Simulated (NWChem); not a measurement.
System: LiH; SMILES [LiH]

```xyz
2

Li     0.0000     0.0000     0.4586
H      0.0000     0.0000    -1.1457
```
Atoms are numbered in this order, from 1.

Computed with NWChem. Pople sets run with spherical d functions. STO-3G and 3-21G are far too small for this property and stand as cheap habits. Coordinates come from a PBE-D3(BJ)/def2-SVP optimisation. Vertical excitations in the gas phase; the lowest state need not have the same character in each row.

```tsv
level	basis functions	lowest excitation, singlet (eV)	oscillator strength of that lowest state	orbital gap (eV)
B3LYP/3-21G, TDA	11	3.41	0.079	4.02
B3LYP/6-31G*, TDA	16	3.48	0.096	4.10
B3LYP/6-31+G*, TDA	20	3.47	0.090	4.03
B3LYP/def2-SVP, TDA	14	3.59	0.077	4.08
B3LYP/def2-SVPD, TDA	20	3.29	0.069	3.93
B3LYP/def2-TZVP, TDA	20	3.43	0.083	4.02
B3LYP/aug-cc-pVDZ, TDA	32	3.26	0.084	3.89
B3LYP/def2-TZVPD, TDA	26	3.31	0.083	3.94
```
